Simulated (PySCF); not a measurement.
Species: C₄H₅ (charge -1).
SMILES: `[C-]#CCC`

The closed-shell ground state was solved at several levels (PySCF, density fitting, gas phase, non-relativistic). Geometry: GFN2-xTB; no solvent, vibrations or thermal averaging. No diffuse functions stand in pcJ-1 and pcSseg-1, which bears on an anion's orbital energies.

| level | basis functions | total energy (Eh) | HOMO (eV) | LUMO (eV) | gap (eV) |
| --- | --- | --- | --- | --- | --- |
| B3LYP/pcJ-1 | 158 | -155.3536 | -0.03 | 5.11 | 5.14 |
| PBE0/def2-SVPD | 120 | -155.0390 | -0.68 | 4.25 | 4.93 |
| CAM-B3LYP/def2-SVPD | 120 | -155.1430 | -2.12 | 4.85 | 6.97 |

Task: What might PBE0/pcSseg-1 (93 basis functions) give for the same quantities?

Result: Total energy -155.1206 Eh, HOMO -0.28 eV, LUMO 5.39 eV, gap 5.67 eV.

Task: Over all these levels, which gives the widest orbital gap and which the narrowest?

Result: CAM-B3LYP/def2-SVPD (range-separated hybrid) has the widest, 6.97 eV, and PBE0/def2-SVPD (global hybrid, 25 % exact exchange) the narrowest, 4.93 eV. The two share the basis. From the narrowest to the widest the HOMO moves by -1.44 eV and the LUMO by +0.60 eV.
